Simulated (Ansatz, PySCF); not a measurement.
Dissociation curve of S₂, triplet.

UKS-PBE = unrestricted PBE/cc-pVTZ run with Ansatz (a first-principles code); UKS-M06-2X = PySCF 2.14.0 with unrestricted M06-2X/cc-pVTZ; UCCSD(T) = CCSD(T) on UHF/cc-pVTZ, 10 core orbitals frozen (PySCF 2.14.0).

Energies relative to the lowest point of each curve near equilibrium, in eV; the last columns give the difference from UCCSD(T):

| R / Å | UKS-PBE | UKS-M06-2X | UCCSD(T) | UKS-PBE − UCCSD(T) | UKS-M06-2X − UCCSD(T) |
|---|---|---|---|---|---|
| 1.43 | 8.565 | 8.307 | 8.669 | -0.104 | -0.362 |
| 1.52 | 4.761 | 4.522 | 4.791 | -0.031 | -0.270 |
| 1.60 | 2.610 | 2.401 | 2.604 | 0.006 | -0.203 |
| 1.70 | 1.025 | 0.870 | 1.002 | 0.024 | -0.132 |
| 1.79 | 0.305 | 0.212 | 0.283 | 0.022 | -0.071 |
| 1.82 | 0.171 | 0.101 | 0.151 | 0.019 | -0.051 |
| 1.89 | 0.011 | 0.000 | 0.002 | 0.009 | -0.002 |
| 1.94 | 0.000 | 0.035 | 0.000 | 0.000 | 0.035 |
| 2.02 | 0.113 | 0.226 | 0.141 | -0.028 | 0.084 |
| 2.09 | 0.305 | 0.489 | 0.369 | -0.064 | 0.120 |
| 2.19 | 0.675 | 0.963 | 0.791 | -0.116 | 0.172 |
| 2.35 | 1.381 | 1.840 | 1.567 | -0.186 | 0.273 |

UKS-PBE is furthest from UCCSD(T) at 2.35 (-0.186 eV, below); its mean absolute difference over the points is 0.051 eV.

UKS-M06-2X is furthest from UCCSD(T) at 1.43 (-0.362 eV, below); its mean absolute difference over the points is 0.148 eV.

The scan ran from 1.43 to 7.58 Å; beyond the distances shown one of the unrestricted levels run for this scan, shown here or not, changes its spin distribution in one step.
